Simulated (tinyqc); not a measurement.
Hueckel theory of the pi electrons with the omega technique, for the molecule Fc1[cH+]c1Cl (SMILES; centres numbered as the heavy atoms are written), step by step. One step of it, computed by the program tinyqc.

Task: Omega technique, round 2. h_r = h_r(0) + omega q_r, omega = 1.4, with q_r = z_r - P_rr; 0.7 of the old diagonal is kept.

Hueckel matrix in units of beta (H = alpha + beta A), order 1F, 2C, 3C, 4C, 5Cl:
```
[[3.210000, 0.660000, 0.000000, 0.000000, 0.000000],
 [0.660000, 0.000000, 1.000000, 1.000000, 0.000000],
 [0.000000, 1.000000, 0.000000, 1.000000, 0.000000],
 [0.000000, 1.000000, 1.000000, 0.000000, 0.370000],
 [0.000000, 0.000000, 0.000000, 0.370000, 2.190000]]
```

charge and bond-order matrix P, order 1F, 2C, 3C, 4C, 5Cl:
```
[[1.966606, 0.210686, -0.104695, -0.100916, 0.011820],
 [0.210686, 0.670765, 0.657414, 0.639848, -0.074950],
 [-0.104695, 0.657414, 0.695286, 0.676270, -0.081578],
 [-0.100916, 0.639848, 0.676270, 0.685940, 0.156318],
 [0.011820, -0.074950, -0.081578, 0.156318, 1.981403]]
```

Centres:
```
centre  z_r, pi electrons of the neutral centre         h
1F                                            2  3.210000
2C                                            1  0.000000
3C                                            1  0.000000
4C                                            1  0.000000
5Cl                                           2  2.190000
```

Give: matrix after round 2.

Result:

matrix after round 2, order 1F, 2C, 3C, 4C, 5Cl:
```
[[3.233, 0.660, 0.000, 0.000, 0.000],
 [0.660, 0.236, 1.000, 1.000, 0.000],
 [0.000, 1.000, 0.217, 1.000, 0.000],
 [0.000, 1.000, 1.000, 0.224, 0.370],
 [0.000, 0.000, 0.000, 0.370, 2.203]]
```
